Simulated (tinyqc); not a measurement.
Inside a calculation. Method: MP2 on RHF in the sto-3g basis, frozen core, for OH-, spin multiplicity 1. The basis has no diffuse functions, so it cannot describe the extra electron: this is an exercise in the method, not the real anion. One step of it, computed by the program tinyqc.

Task: Second-order Moller-Plesset energy. E2 = sum_ijab (ia|jb) [2 (ia|jb) - (ib|ja)] / (e_i + e_j - e_a - e_b) over occupied i, j and virtual a, b; the opposite-spin part is (ia|jb)^2 / denominator, the rest is same-spin, and SCS-MP2 scales them by 6/5 and 1/3.

orbital energies (hartree): MO1 -19.380713, MO2 -0.591605, MO3 0.072550, MO4 0.249822, MO5 0.249822, MO6 1.236206

Two-electron integrals over orbitals (pq|rs), unique and non-zero (hartree); the lowest 1 orbital is frozen and left out:
```
(22|22) 0.724692    (32|22) -0.021021   (32|32) 0.149757    (33|22) 0.642702
(33|32) -0.030660   (33|33) 0.666285    (42|42) 0.145880    (43|42) -0.053805
(43|43) 0.047744    (44|22) 0.746967    (44|32) -0.100904   (44|33) 0.643728
(44|44) 0.880159    (52|52) 0.145880    (53|52) -0.053805   (53|53) 0.047744
(54|54) 0.047444    (55|22) 0.746967    (55|32) -0.100904   (55|33) 0.643728
(55|44) 0.785270    (55|55) 0.880159    (62|22) -0.111684   (62|32) -0.017705
(62|33) -0.011956   (62|44) -0.120465   (62|55) -0.120465   (62|62) 0.109078
(63|22) -0.093821   (63|32) 0.119411    (63|33) -0.063096   (63|44) -0.148474
(63|55) -0.148474   (63|62) 0.042937    (63|63) 0.158222    (64|42) -0.042776
(64|43) -0.006845   (64|64) 0.038628    (65|52) -0.042776   (65|53) -0.006845
(65|65) 0.038628    (66|22) 0.684547    (66|32) 0.035001    (66|33) 0.646145
(66|44) 0.665323    (66|55) 0.665323    (66|62) -0.087690   (66|63) -0.036753
(66|66) 0.723414
```

Hartree-Fock energy = -74.05854490 hartree

Give: Terms; Pair energies; MP2 correlation energy; SCS-MP2 correlation energy; MP2 total energy.

Result:

Terms:
```
i  j  a  b  (ia|jb)  (ib|ja)  denominator     term
3  3  6  6   0.1582   0.1582      -2.3273  -0.0108
2  2  6  6   0.1091   0.1091      -3.6556  -0.0033
4  4  6  6   0.0386   0.0386      -1.9728  -0.0008
5  5  6  6   0.0386   0.0386      -1.9728  -0.0008
3  2  6  6   0.0429   0.0429      -2.9915  -0.0006
2  3  6  6   0.0429   0.0429      -2.9915  -0.0006
```

Pair energies (hartree; pair i-j sums ij and ji):
```
pair  opposite spin  same spin
2-2         -0.0033     0.0000
3-2         -0.0012     0.0000
3-3         -0.0108     0.0000
4-4         -0.0008     0.0000
5-5         -0.0008     0.0000
```

MP2 correlation energy = -0.016757 hartree

SCS-MP2 correlation energy = -0.020108 hartree

MP2 total energy = -74.075302 hartree
